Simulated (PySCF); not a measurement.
## Working out the ionisation energy of P

P [Ne] 3s2 3p3 (4S) → P⁺ [Ne] 3s2 3p2 (3P). Calculation: PySCF 2.14, in x2c-SVPall; scalar relativity by spin-free X2C-1e. Frozen: [Ne]. Energies in hartree (1 hartree = 27.21139 eV):

```json
{"part": "UHF", "P (lower)": "-341.402733", "P⁺ (upper)": "-341.038009"}
{"part": "CCSD correlation", "P (lower)": "-0.078481", "P⁺ (upper)": "-0.069723"}
{"part": "(T)", "P (lower)": "-0.001017", "P⁺ (upper)": "-0.000946"}
```

Q: What does Hartree-Fock give?

A: (-341.038009) − (-341.402733) = 0.364724 hartree = 9.925 eV.

Q: What do CCSD and CCSD(T) give?

A: The CCSD correlation energies differ by 0.008758 hartree = 0.238 eV and the triples by 0.000071 hartree = 0.002 eV, so CCSD gives 10.163 eV and CCSD(T) 10.165 eV.

Measured between the centres of the two terms (NIST): 10.526 eV, so CCSD(T) (valence) is off by -0.361 eV.

A double-zeta basis recovers only part of the correlation energy.

What remains against the reference includes basis incompleteness, the frozen core and higher excitations.
